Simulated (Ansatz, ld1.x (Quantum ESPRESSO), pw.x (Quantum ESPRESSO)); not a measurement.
**barium (bcc): variants of one TM potential in the solid**

Ba, norm-conserving Troullier–Martins (Kleinman–Bylander form), made with ld1.x (Quantum ESPRESSO) 7.5 (PBE, scalar-relativistic). Core [Xe], reference 5d0 6s2 6p0. Waves: 6p (bound, empty): rc 4.20 bohr; 5d (bound, empty): rc 4.20 bohr; 6s (bound): rc 3.45 bohr. Local part: the s channel. Core correction: Bessel-smoothed model core, default radius (core density twice the valence density).

Crystal test: bcc Ba in pw.x 7.5, no spin, 9³ k-points, Fermi–Dirac smearing 0.01 Ry, cutoffs set for each file from its atomic test. The reference is all-electron LAPW (Ansatz 0.2.0) with the same functional, mesh and smearing; V0 and B0 come from Birch–Murnaghan fits to the pressures at five volumes. Errors are pseudo minus all-electron; Δ is the rms difference of the E(V) curves that follow from these fits, minima aligned, over ±6 % about the mean V0. Mesh and smearing are coarse, so the numbers serve the comparison and aren't converged zero-temperature values; the lattice is a test structure that the element need not adopt.

All-electron: a0 = 5.031 Å (V0 = 63.67 Å³/atom), B0 = 8.4 GPa.

Base: This is a poor potential for the solid.

2 further variants are left out: they gave no file fit for a test, a broken result, the same result as the base, or pressures whose basis-set error rivals the error shown.

| change | cutoffs (Ry) | pw.x | a0 (Å) | a0 error (%) | B0 error (%) | Δ (meV/atom) | mean pressure error (GPa) |
| --- | --- | --- | --- | --- | --- | --- | --- |
| base | 50/200 | converged | 5.098 | +1.33 | +8.4 | 5.0 | +0.39 |
| wave 6s (bound): rc 3.45 bohr becomes 6s (bound): rc 4.50 bohr | 50/200 | converged | 5.096 | +1.30 | +8.6 | 4.9 | +0.38 |
| wave 5d (bound): rc 4.20 bohr becomes 5d (bound): rc 4.38 bohr | 50/200 | converged | 5.096 | +1.30 | +8.1 | 4.9 | +0.38 |
| all radii but the core radius scaled by about 1.18 (s 4.06, p 4.94, d 4.94 bohr) | 50/200 | converged | 5.088 | +1.13 | +5.6 | 4.2 | +0.32 |
